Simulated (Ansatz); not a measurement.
Compare A (`CCSSC`) with its isomer B (`CSC(C)S`).

Program: Ansatz. Geometries: PBE0-D4/def2-TZVP. ΔE: electronic, gas phase. CCSD(T)/CBS adds triple-zeta CCSD(T) − MP2 to the extrapolated MP2 energy (def2 sets, frozen cores). Functionals use def2-TZVPP. B3LYP here is the variant with VWN-RPA as its local correlation; programs differ in this. One conformer a species, not always the lowest.

Which is lower in electronic energy at CCSD(T)/CBS, and by how much? (An estimate is asked.)

The calculation gave: A, by 6.9 kcal/mol.

Give E(B) − E(A) in kcal/mol with ωB97M-V, r2SCAN-D4, B2PLYP, CCSD(T)/def2-TZVPP, PBE-D4, CCSD/def2-TZVPP, B3LYP. (Estimate.)

Ansatz gave: ωB97M-V 7.4, r2SCAN-D4 9.0, B2PLYP 8.2, CCSD(T)/def2-TZVPP 6.0, PBE-D4 9.5, CCSD/def2-TZVPP 6.0, B3LYP 9.6. None reverses the order clearly.

Largest T1 diagnostic: 0.011.

In def2-TZVPP, CCSD(T) changes the Hartree–Fock value by −2.0 kcal/mol (the triples alone add −0.0 kcal/mol) and MP2 by −2.1 kcal/mol. From PBE to PBE0 (25 % exact exchange), in def2-TZVPP and without D4, E(B) − E(A) moves by −0.9 kcal/mol.
